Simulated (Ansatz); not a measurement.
We consider zinc-blende MgS (metastable phase), described by HSE06-D3(BJ) (Ansatz, a program for electronic structure, plane waves, PAW).

Settings: plane-wave cutoff 460 eV, 8×8×8 k mesh, Fermi–Dirac smearing 0.01 eV, scalar-relativistic PAW data made under PBE.

Response to compression and expansion:

| V (Å³/atom) | P (GPa) | direct gap at Γ (eV) |
|---|---|---|
| 20.732 | 3.69 | 5.023 |
| 21.278 | 1.73 | 4.877 |
| 21.703 | 0.37 | 4.767 |
| 22.369 | -1.52 | 4.603 |
| 22.678 | -2.31 | 4.529 |

A straight line through the gaps at Γ against ln V gives a volume deformation potential dE_g(Γ)/d ln V of -5.5 eV: the gap at Γ widens under compression.

Measured, for comparison: band gap 4.78 ± 0.1 eV (temperature not stated, extrapolated in composition from an alloy gap of 4.19 eV, direct; extrapolated from a Zn0.2Mg0.8S0.645Se0.355 epilayer; as tabulated in Lucero et al. (2012), arXiv:1111.4515).
